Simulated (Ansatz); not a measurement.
The same path of AlBH$_{5}$Si (8 atoms, charge 0, multiplicity 2) was run twice with different band settings. Lost on the way: Al2–H5. Made: B1–H5.

Computed with UKS BHLYP-D4/def2-SVP in Ansatz 0.2.0.

Relaxed end points:

```xyz
8
Properties=species:S:1:pos:R:3
B -1.891 0.632 -1.339
Al -0.007 0.908 -0.632
Si 0.870 -0.762 0.939
H -2.999 0.438 -1.728
H 0.820 2.166 -1.103
H 1.192 -0.143 2.253
H 2.120 -1.381 0.423
H -0.104 -1.857 1.187
```

```xyz
8
Properties=species:S:1:pos:R:3
B -1.322 1.442 -1.498
Al -0.047 0.073 -0.715
Si 1.025 -1.091 1.159
H -2.452 1.131 -1.763
H -0.922 2.517 -1.855
H 1.195 -0.212 2.344
H 2.357 -1.621 0.779
H 0.165 -2.239 1.548
```

Common settings: spring 5.0 eV/Å²; optimiser quadratic models (default); start path through a guess of the saddle point; force threshold 0.05 eV/Å; iteration limit 60; end points relaxed.

| run | movable images | climbing image |
| --- | --- | --- |
| 1 | 5 | yes |
| 2 | 2 | no |

(1) What does each run give, and how far can it be trusted?

Answers

(1) Run 1: converged after 10 iterations, highest image 0.426 eV above the first end. A vibrational analysis at the climbing image gives one clearly imaginary mode, 518i cm⁻¹: a first-order saddle point.
Run 2: converged after 9 iterations, highest image 0.093 eV above the first end. No image climbed, so the highest image needn't sit at the top of the path. A band with more images between the same ends climbed to 0.43 eV, so this one has probably stepped over the top. So few images can step over the top or miss a turn of the path.
